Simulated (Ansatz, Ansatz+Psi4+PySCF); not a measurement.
```xyz
2

F     0.0000    0.0000   -1.3017
Cl    0.0000    0.0000    0.6892
```

Basis set: cc-pVTZ on F; cc-pV(T+d)Z on Cl (spherical functions). Correlated methods keep 6 orbitals frozen. Charge 0, multiplicity 1.

Computed with Ansatz (development build ahead of 0.2.0); each method stands on the lowest determinant of its kind that the runs found. Restricted open shells among the atoms or ions are ROHF, correlated in semicanonical orbitals with singles.

(1) Give the atomization energy at this shape (free ground-state atoms in the same class of orbitals less the molecule, no zero-point energy) of singlet ClF by RHF-CCSD(T), RHF-CCSD, RHF-MP2.

Results:

(1)

```json
{"method": "RHF-CCSD(T)", "atomization energy": "1.55 eV"}
{"method": "RHF-CCSD", "atomization energy": "1.20 eV"}
{"method": "RHF-MP2", "atomization energy": "1.61 eV"}
```

Caution: stretched shape with no unrestricted run beside it, a lower state can exist; the shape is not the minimum; unrestricted orbitals would lower the determinant.
